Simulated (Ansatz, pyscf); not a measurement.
`[BH2][NH][CH3]` → `[BH]=[NH]` + `[CH4]`, an elimination on the singlet surface: B–H, C–N broken, C–H formed. Single points on ωB97X-D3(BJ)/def2-SVP structures (PySCF, gas phase). Wave-function energies: Ansatz (a quantum-chemistry and plane-wave program), frozen core, RHF or UHF references. In kJ/mol, from the reactant's lowest minimum found.

```json
[
 {"level": "PBE0-D3(BJ)/def2-TZVP", "barrier": "466.31", "reaction energy": "+81.37"},
 {"level": "M06-2X/def2-TZVP", "barrier": "488.65", "reaction energy": "+70.48"},
 {"level": "CCSD(T)/cc-pV(D+d)Z", "barrier": "454.23", "reaction energy": "+66.12"},
 {"level": "CCSDT(Q)/cc-pV(D+d)Z", "barrier": "449.55", "reaction energy": "+65.13"},
 {"level": "CCSD(T)/cc-pV(T+d)Z", "barrier": "450.04", "reaction energy": "+62.40"},
 {"level": "CCSD(T)/cc-pV(Q+d)Z", "barrier": "449.92", "reaction energy": "+60.96"}
]
```

In cc-pV(D+d)Z, going from CCSD(T) to CCSDT(Q) shifts the barrier by -4.68 and the reaction energy by -0.99 kJ/mol. With HF in the quadruple-zeta basis and the correlation energy extrapolated as X⁻³ from X = 3, 4, CCSD(T) gives 451.34 and +61.15; adding the double-zeta shift gives ΔE‡ = 446.66 and ΔE = +60.16 kJ/mol, without core correlation, relativity or geometry relaxation at these levels. On the reactant side the descent ends in a point that may be a rotor saddle (no frequency run), 6.25 kJ/mol over the lowest minimum found and 487.49 kJ/mol under the saddle at ωB97X-D3(BJ)/def2-TZVP. At ωB97X-D3(BJ)/def2-TZVP the barrier from the zero used here is 493.73 kJ/mol. The same reactants have a lower exit, to [H₂B–NH]• + CH₃• (no saddle counted: cutting one bond costs +423.77 kJ/mol at ωB97M-D3(BJ)/def2-TZVP, against +475.33 kJ/mol here). H₂B–NH–CH₃ lies 75.09 kJ/mol over its isomer H₃C–BH–NH₂ (electronic energy, ωB97M-D3(BJ)/def2-TZVP). This is the saddle that the search found; another between the same sides may lie lower. One closed-shell reference is unstable to symmetry breaking; treat the single-reference values with care. The largest closed-shell T1 diagnostic is 0.046, which may signal static correlation.
